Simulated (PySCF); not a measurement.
# Ionisation energy of B by level of theory

B [He] 2s2 2p1 (2P) → B⁺ [He] 2s2 (1S), as a difference of total energies. Computed with PySCF 2.14 in aug-cc-pVDZ (4s3p2d, 23 functions), with no relativity, point nucleus. Correlated levels: valence: 1s2 frozen. The calculations carry no spin-orbit coupling.

```
           method  ionisation energy (eV)
              UHF                   8.043
    MP2 (valence)                   8.163
SCS-MP2 (valence)                   8.127
   CCSD (valence)                   8.068
CCSD(T) (valence)                   8.093
  CCSDT (valence)                   8.104
    FCI (valence)                   8.104
```

Task: How much does correlation contribute at CCSD(T) (valence)?

Result: 8.093 − (8.043) = 0.050 eV, measured against UHF.

Errors of the correlated levels include the incompleteness of this basis and the frozen core.

The coupled-cluster amplitudes are large for B⁺ (T1 above 0.03 or a double amplitude above 0.15), so a single reference is strained.

For comparison: 8.297 eV (measured; NIST levels, between the centres of gravity of the two terms).
